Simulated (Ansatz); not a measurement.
PH3 (phosphine): methods side by side

PH3 has 4 atoms, charge 0, and is taken as a singlet. As SMILES, `P`. Geometry: relaxed at PBE0-D4/def2-TZVP.

```xyz
4

P     0.3460   -0.3265   -0.3328
H     0.6309   -0.0340    1.0270
H    -1.0055   -0.6630   -0.0572
H     0.0287    1.0235   -0.6369
```

Quantity: the energy change with the P1–H4 bond stretched from 1.420 to 2.840 Å, in eV. The values are calculated.

```
                     level                    kind  program  value (eV)  less FCI/3-21G  CPU time (all runs)
     HF/3-21G (restricted)            Hartree–Fock   Ansatz        4.50           +1.88                0.2 s
    PBE/3-21G (restricted)                     GGA   Ansatz        3.40           +0.78                1.3 s
 revPBE/3-21G (restricted)                     GGA   Ansatz        3.36           +0.74                1.2 s
 r2SCAN/3-21G (restricted)                meta-GGA   Ansatz        3.63           +1.01                3.5 s
r2SCAN0/3-21G (restricted)         hybrid meta-GGA   Ansatz        3.94           +1.32                3.5 s
wB97M-V/3-21G (restricted)  range-separated hybrid   Ansatz        4.05           +1.43                 16 s
 B2PLYP/3-21G (restricted)           double hybrid   Ansatz        3.61           +0.99                  2 s
   CCSD/3-21G (restricted)   coupled cluster or CI   Ansatz        2.69           +0.07               0.26 s
                 FCI/3-21G      exact in the basis   Ansatz        2.62            0.00                6.2 s
```

FCI/3-21G is exact within its basis and frozen core, so for wave-function methods in that basis the difference is their error; functionals converge differently with the basis, so for them it is only a difference. A spin-restricted reference rises too steeply as a bond breaks; here HF/3-21G, PBE/3-21G, revPBE/3-21G, r2SCAN/3-21G, r2SCAN0/3-21G, wB97M-V/3-21G, B2PLYP/3-21G lie well above the multireference or unrestricted value. The first shape isn't each level's own minimum. The values span 2.62 to 4.50 eV. All rows use very small basis sets, so none should be taken for the real molecule's value. In so small a basis fixed costs decide the times, and correlated methods can beat functionals. Times are those of the runs behind each value, whatever else they computed, on shared processors of several kinds: orders of magnitude only.
